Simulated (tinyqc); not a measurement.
Stretching all distances: RHF, UHF, MP2, CISD and CCSD against full CI in the sto-6g basis, for CH2, spin multiplicity 1. Computed by the program tinyqc with PySCF. 

Geometry (angstrom):
```
atom       x        y       z
C     0.0000   0.0000  0.0000
H     0.0000   0.8830  0.5220
H     0.0000  -0.8830  0.5220
```

All coordinates are multiplied by the scale. c0^2 is the weight of the RHF determinant in the lowest singlet FCI state (UHF is spin-contaminated and may lie near states of higher spin) and n(LUMO) the first natural occupation beyond the occupied space.

Full CI energy (hartree) and errors against it (kcal/mol):
```
scale   distance 1-2 (angstrom)      E(FCI)       RHF      UHF      MP2     CISD     CCSD  <S^2> UHF    c0^2  n(LUMO)
0.9600                   0.9847  -38.764448   32.4114   4.4013  14.2461   1.7268   0.3786     0.8821  0.9044   0.1640
1.2100                   1.2412  -38.789722   45.9107  24.8082  19.2010   2.6311   0.4590     0.8129  0.9088   0.1081
1.4700                   1.5079  -38.717510   71.0469  56.1799  30.1275   5.5573   0.5857     0.7488  0.8645   0.1133
1.7200                   1.7643  -38.643827  107.0987  59.2963  46.1615  12.4678   0.5047     1.4624  0.7627   0.2479
1.9700                   2.0207  -38.589893  152.3445  38.9502  64.4835  24.6336  -1.1268     1.6944  0.6179   0.4360
2.2200                   2.2772  -38.558751  201.6948  24.3064  80.5097  39.9636  -7.0616     1.8711  0.4613   0.6339
```

UHF lies below RHF over the whole range. The weight c0^2 goes from 0.90 to 0.46 and n(LUMO) from 0.16 to 0.63: static correlation grows as the bonds break into open-shell fragments. The spread of the error along the curve, which distorts its shape, is CCSD 7.6, CISD 38.2, UHF 54.9, MP2 66.3, RHF 169.3 kcal/mol. Below FCI somewhere: CCSD, as non-variational methods may be. The table stops here: at scale 2.48 and beyond, the reference weight falls under 0.45 or RHF, UHF or CCSD hop between solutions, so those rows were left out and the spreads given cover only the rows shown. As computed, partly on other solutions, the errors there reach in size RHF 249, UHF 39, MP2 112, CISD 63, CCSD 4 kcal/mol.
